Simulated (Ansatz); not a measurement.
**H₂Cl (doublet): the correlation ladder at distance Cl1–H2 along a hydrogen transfer = 1.363 Å, 6-31G**

One table from this session's results is given with a row withheld; the runs are named, their logs left out.

Computed with Ansatz 0.2.0, Gaussian basis. Level: 6-31G, core rule «outside noble gas», up to 5 orbitals frozen.

The runs, in order: UHF; CCSD(T) on ROHF; CCSD(T) on UHF.

16 further runs of the same task are left out: 16 set aside as unsound or not needed.

### The geometry

The geometry derives from fragments relaxed apart (PBE0/def2-TZVP) and kept rigid, so it is no stationary point. A hydrogen atom is moved between rigid fragments.

3 atoms, charge 0, spin multiplicity 2.

Atoms are counted from 1 here; the program's logs count them from 0.

Bond lengths: Cl1–H2 1.363 Å.

The first run:

Input file in.yaml:

```yaml
crystal:
  periodic: [false, false, false]
  atoms:
    - {symbol: Cl, position_ang: [0.000000, 0.000000, -1.326333]}
    - {symbol: H, position_ang: [0.000000, 0.000000, 0.036667]}
    - {symbol: H, position_ang: [0.000000, 0.000000, 1.289667]}
basis:
  gaussian: {orbitals: 6-31G}
magnetization: {spin_polarized: true, initial_magnetization: 1}
hamiltonian: {xc: hf}
output: {orbitals: {seedname: orbitals}}
```

On the command line:

```bash
$ ansatz run in.yaml --threads 1 --pin off --events-out ev --progress --plain --max-ram 2393MiB
```

Among the steps run: UHF; CCSD(T) on ROHF; CCSD(T) on UHF.

One table of the session follows, with a row left open; its other results are not shown here.

```
  method  from RCCSD(T) (meV)
    ROHF              +1757.9
     UHF              +1677.3
    RMP2               +328.8
    UMP2               +321.7
   RCCSD                +14.7
   UCCSD                    ?
RCCSD(T)                    0
UCCSD(T)                 -0.3
```

**Question.** Estimate the row for UCCSD.

The run gave: from RCCSD(T) (meV): +14.4. In the column «from RCCSD(T) (meV)» it lies between RCCSD(T) (0) and RCCSD (+14.7).

Caveats from the session: Restricted and unrestricted rows rest on different reference determinants; where their highest levels disagree by more than a few hundredths of an eV, they describe different states and don't form one ladder.
